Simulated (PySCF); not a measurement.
## TDDFT beside published excitation energies

Published values to compare with (the computed states carry no symmetry labels, so the two lists aren't matched line by line):

| state | E (eV) | f | kind of transition | source |
| --- | --- | --- | --- | --- |
| 3A''(n→π*) | 5.45 |  | vertical absorption | [1] |
| 1A''(n→π*) | 5.72 |  | vertical absorption | [1] |
| 3A'(π→π*) | 5.90 |  | vertical absorption | [1] |
| 1A'(π→π*) | 7.62 |  | vertical absorption | [1] |

[1] computed, CC3/TZVP, gas; arXiv:2401.06101 (2024), CC3 reference column of Thiel's set

Compound: propanamide, C3H7NO.
Atom-mapped SMILES: `[CH3:1][CH2:2][C:3]([NH2:4])=[O:5]` (hydrogens: H6, H7, H8 on C1; H9, H10 on C2; H11, H12 on N4)

Structure used (PBE0-D3(BJ)/def2-SVP), in Å, numbered top down from 1:
```xyz
12
C3H7NO angstrom
C     -1.7463   -0.1004   -0.1334
C     -0.2989   -0.5485   -0.1205
C      0.6578    0.5791    0.2350
N      1.9753    0.2370    0.2190
O      0.2826    1.6983    0.5139
H     -1.9023    0.6971   -0.8734
H     -2.0364    0.3094    0.8441
H     -2.4161   -0.9381   -0.3759
H     -0.0016   -0.9580   -1.1017
H     -0.1441   -1.3677    0.6035
H      2.2920   -0.6938   -0.0067
H      2.6568    0.9458    0.4541
```

Theory: TDDFT CAM-B3LYP/def2-SVPD, vertical, gas phase, core orbitals frozen in the response (PySCF 2.14.0, density-fitted response routines).

Computed singlets: 5.75 eV (f 0.000); 7.13 eV (f 0.027); 7.16 eV (f 0.011); 7.57 eV (f 0.134); 8.09 eV (f 0.029); 8.36 eV (f 0.002).

How does the lowest computed singlet compare with the best estimate listed for the lowest singlet (vertical absorption)?

5.75 eV against 5.72 eV for 1A''(n→π*) [1]: a difference of +0.03 eV. Geometry and basis of the two calculations needn't be the same.

Cost: about 50 s of CPU time on one thread; the machine was shared, so the figure is rough.

One conformer stands for the species.
